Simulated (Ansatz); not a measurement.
in.yaml

```yaml
crystal:
  periodic: [false, false, false]
  atoms:
    - {symbol: N, position_ang: [0.000000, 0.000000, 1.715500]}
    - {symbol: Ge, position_ang: [0.000000, 0.000000, 0.000000]}
    - {symbol: N, position_ang: [0.000000, 0.000000, -1.715500]}
basis:
  gaussian: {orbitals: cc-pVDZ}
magnetization: {spin_polarized: true, initial_magnetization: 2}
correlation: {method: ccsd_t, electrons: valence, diis_vectors: 1}
scf: {lower_state_search: off}
```

```sh
$ ansatz run in.yaml --threads 1 --pin off --events-out ev --progress --plain --max-ram 2393MiB
```

The program prints:

```
these checks for a lower state are left out or cut short: stability, starts, cluster_reference, orbital_swaps, neighbouring_geometries, increment
601 factors; integrals over basis functions are off by at most 4.6e-4 eV
mean field evaluation 1: about -59426.4720 eV, gradient 1.9e1 eV
mean field evaluation 2: about -59426.4805 eV, gradient 1.9e1 eV
mean field evaluation 4: about -59430.2674 eV, gradient 5.1e0 eV
mean field evaluation 8: about -59431.4131 eV, gradient 2.1e-1 eV
mean field -59431.41475118 eV, -2184.0642080461 hartree, gradient 1.4e-6 eV, S^2 3.084231; 0 other end points of the search recorded, 0 dependent functions left out
11 core orbitals not correlated: weight in the atoms' cores, before any rotation towards them, 1.000 or more for the frozen orbitals, at most 0.000 for the correlated occupied ones
reference -59431.41475118 eV, -2184.0642080461 hartree; 13, 11 occupied and 31, 33 virtual orbitals, 601 factors
second order -8.51499257 eV of doubles, -0.00000000 eV of singles
cycle   1  -8.98123145 eV  change   -4.7e-1 eV  update   1.6e-1
cycle   2  -9.61265940 eV  change   -6.3e-1 eV  update   7.7e-2
cycle   3  -9.67700213 eV  change   -6.4e-2 eV  update   6.6e-2
cycle   4  -9.99111270 eV  change   -3.1e-1 eV  update   4.8e-2
cycle   5  -10.13299612 eV  change   -1.4e-1 eV  update   3.5e-2
cycle   6  -10.22362531 eV  change   -9.1e-2 eV  update   1.7e-2
...
cycle  20  -10.33750233 eV  change   -2.9e-4 eV  update   7.5e-5
cycle  21  -10.33756293 eV  change   -6.1e-5 eV  update   6.0e-5
cycle  22  -10.33780211 eV  change   -2.4e-4 eV  update   4.7e-5
cycle  23  -10.33792100 eV  change   -1.2e-4 eV  update   3.2e-5
cycle  24  -10.33800389 eV  change   -8.3e-5 eV  update   1.7e-5
cycle  25  -10.33800346 eV  change    4.3e-7 eV  update   1.2e-5
cycle  26  -10.33803536 eV  change   -3.2e-5 eV  update   9.3e-6
cycle  27  -10.33806863 eV  change   -3.3e-5 eV  update   7.3e-6
cycle  28  -10.33809363 eV  change   -2.5e-5 eV  update   3.7e-6
cycle  29  -10.33809110 eV  change    2.5e-6 eV  update   2.4e-6
perturbative correction -0.61182719 eV, -0.0224842344 hartree
Total energy: -59442.36466947 eV, -2184.4666101211 hartree
Checks for a lower state left out: stability, starts, cluster_reference, orbital_swaps, neighbouring_geometries, increment
```

Ran on 1 thread of Arm Neoverse V1, shared host: 3.8 s wall, 0.15 GiB peak host memory.
